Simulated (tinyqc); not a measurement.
Worked calculation: RHF in the sto-6g basis, for H2O, spin multiplicity 1. One step of it, computed by the program tinyqc.

Question. Iteration 1: diagonalisation and new density. A level shift of 0.2 hartree raises the virtual space: F + shift (S - S D(s) S), with D(s) the density of one spin (D/2). Diagonalise F' = X^T F X, C = X C', fill 5 alpha and 5 beta electrons from the bottom; D = 2 C_occ C_occ^T; the new density keeps 0.5 of the old one (damping). Each column has its largest component positive (the first on a tie).

Fock matrix F (hartree), lower triangle:
```
             1O 1s      1O 2s     1O 2px     1O 2py     1O 2pz      2H 1s      3H 1s
1O 1s   -19.887201
1O 2s    -4.856300  -1.940735
1O 2px    0.000000   0.000000  -0.044749
1O 2py    0.000000   0.000000   0.000000  -0.087423
1O 2pz   -0.026129  -0.118733   0.000000   0.000000  -0.081882
2H 1s    -0.781122  -0.705496   0.000000  -0.304614  -0.244424  -0.311351
3H 1s    -0.781122  -0.705496   0.000000   0.304614  -0.244424  -0.228919  -0.311351
```

X, lower triangle:
```
            1O 1s      1O 2s    1O 2px     1O 2py     1O 2pz      2H 1s     3H 1s
1O 1s    1.022256
1O 2s   -0.131692   1.143780
1O 2px   0.000000   0.000000  1.000000
1O 2py   0.000000   0.000000  0.000000   1.068800
1O 2pz  -0.006169   0.062989  0.000000   0.000000   1.032279
2H 1s    0.016883  -0.210874  0.000000  -0.168062  -0.108444   1.116041
3H 1s    0.016883  -0.210874  0.000000   0.168062  -0.108444  -0.052729  1.116041
```

D at the start, lower triangle:
```
            1O 1s      1O 2s    1O 2px     1O 2py    1O 2pz     2H 1s     3H 1s
1O 1s    2.068813
1O 2s   -0.291896   1.327221
1O 2px   0.000000   0.000000  2.000000
1O 2py   0.000000   0.000000  0.000000   1.540536
1O 2pz   0.086149  -0.329033  0.000000   0.000000  1.865146
2H 1s   -0.126054   0.353756  0.000000   0.325134  0.119501  0.188221
3H 1s   -0.126054   0.353756  0.000000  -0.325134  0.119501  0.050981  0.188221
```

overlap S, lower triangle:
```
           1O 1s     1O 2s    1O 2px     1O 2py    1O 2pz     2H 1s     3H 1s
1O 1s   1.000000
1O 2s   0.231145  1.000000
1O 2px  0.000000  0.000000  1.000000
1O 2py  0.000000  0.000000  0.000000   1.000000
1O 2pz  0.000000  0.000000  0.000000   0.000000  1.000000
2H 1s   0.037005  0.369684  0.000000   0.264356  0.193495  1.000000
3H 1s   0.037005  0.369684  0.000000  -0.264356  0.193495  0.157251  1.000000
```

Give: F' = X^T F X; orbital energies; coefficients C; D after iteration 1.

Answer.

F' = X^T F X (hartree), lower triangle:
```
          1        2        3        4        5        6       7
1  -19.5549
2   -2.5242  -0.8238
3    0.0000   0.0000  -0.0447
4    0.0000   0.0000   0.0000   0.1479
5   -0.0448   0.0553   0.0000   0.0000   0.0179
6   -0.0825  -0.4726   0.0000  -0.4187  -0.2586   0.1860
7   -0.0825  -0.4726   0.0000   0.4187  -0.2586  -0.1022  0.1860
```

orbital energies (hartree): MO1 -19.8913, MO2 -0.9353, MO3 -0.3782, MO4 -0.1337, MO5 -0.0447, MO6 0.6832, MO7 0.8143

coefficients C:
```
            MO1      MO2      MO3      MO4     MO5      MO6      MO7
1O 1s    0.9962  -0.2069   0.0000   0.1006  0.0000  -0.1327   0.0000
1O 2s    0.0170   0.7668   0.0000  -0.4839  0.0000   0.7721   0.0000
1O 2px   0.0000   0.0000   0.0000   0.0000  1.0000   0.0000   0.0000
1O 2py   0.0000   0.0000   0.6411   0.0000  0.0000   0.0000   0.8876
1O 2pz   0.0027   0.1360   0.0000   0.8291  0.0000   0.6223   0.0000
2H 1s   -0.0035   0.2403   0.4233   0.2113  0.0000  -0.7207  -0.7294
3H 1s   -0.0035   0.2403  -0.4233   0.2113  0.0000  -0.7207   0.7294
```

D after iteration 1, lower triangle:
```
          1O 1s    1O 2s  1O 2px   1O 2py  1O 2pz    2H 1s   3H 1s
1O 1s    2.0798
1O 2s   -0.3362   1.4859
1O 2px   0.0000   0.0000  2.0000
1O 2py   0.0000   0.0000  0.0000   1.1813
1O 2pz   0.1010  -0.4614  0.0000   0.0000  1.6385
2H 1s   -0.0950   0.2589  0.0000   0.4339  0.2676   0.3757
3H 1s   -0.0950   0.2589  0.0000  -0.4339  0.2676  -0.0513  0.3757
```
